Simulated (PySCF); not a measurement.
Compound: C2H5ClO2S.
InChI=1S/C2H5ClO2S/c1-2-6(3,4)5/h2H2,1H3

Computed with PySCF at B3LYP/def2-SVPD, non-relativistic, on one gas-phase PBE0-D3(BJ)/def2-SVP geometry that isn't relaxed in the solvent. The solvent is an IEF-PCM continuum (van der Waals radii × 1.2), and excitations are vertical TDDFT with non-equilibrium linear response and a frozen core. Only the electrostatic response of the medium enters.

Gas-phase singlets (H = HOMO, L = LUMO):

```tsv
state	E (eV)	λ (nm)	f	leading configurations
S1	5.314	233	0.004	H→L 97%
S2	5.835	212	0.005	H-2→L 78%, H-1→L 19%
S3	5.993	207	0.020	H-3→L 56%, H-1→L 25%, H-2→L 12%
S4	6.055	205	0.043	H-1→L 39%, H-3→L 38%, H-2→L 10%
S5	6.904	180	0.010	H-5→L 84%, H-4→L 10%
```

Give the list for chloroform (ε = 4.711), n² = 2.09.

```json
{"state": "S1", "E (eV)": "5.380", "λ (nm)": "230", "f": "0.005", "leading configurations": "H→L 97%", "change by rank (eV)": "+0.066"}
{"state": "S2", "E (eV)": "5.829", "λ (nm)": "213", "f": "0.005", "leading configurations": "H-2→L 92%", "change by rank (eV)": "-0.006"}
{"state": "S3", "E (eV)": "5.984", "λ (nm)": "207", "f": "0.085", "leading configurations": "H-1→L 76%", "change by rank (eV)": "-0.009"}
{"state": "S4", "E (eV)": "6.089", "λ (nm)": "204", "f": "0.014", "leading configurations": "H-3→L 90%", "change by rank (eV)": "+0.034"}
{"state": "S5", "E (eV)": "6.967", "λ (nm)": "178", "f": "0.019", "leading configurations": "H-4→L 51%, H-5→L 23%, H-6→L 21%", "change by rank (eV)": "+0.063"}
```

The ground-state energy changes by -0.233 eV from gas to chloroform. By how much does the total energy of gas-phase S1 change?

E(S1) = E(S0) + excitation energy, so it changes by -0.233 + 0.066 = -0.167 eV: it is lowered less than the ground state, which is what a blue shift means. This is the vertical state, with the slow part of the continuum still set for S0.

How do the frontier levels move from gas to chloroform?

```
orbital  gas (eV)  solvent (eV)  change (eV)
 LUMO+2      0.45          0.71        +0.26
 LUMO+1     -0.11          0.06        +0.17
   LUMO     -2.33         -2.31        +0.02
   HOMO     -8.93         -8.98        -0.05
 HOMO-1     -9.30         -9.25        +0.05
 HOMO-2     -9.52         -9.48        +0.04
 HOMO-3     -9.66         -9.71        -0.05
```

The HOMO–LUMO gap goes from 6.59 to 6.67 eV. Rows go by rank; for LUMO+1 the atom shares or the degeneracy differ between the runs, so the row needn't follow one orbital.

On Arm Neoverse V2, one thread, shared host with 32 logical CPUs at a one-minute load of 18, this took 15 s and 0.86 GiB of memory at its peak. This is the whole response run at B3LYP/def2-SVPD in chloroform, SCF included.

The values belong to the conformer `[CH3:1][CH2:2][S:3](=[O:4])(=[O:5])[Cl:6]`: C1–C2–S3–O4 -48°.
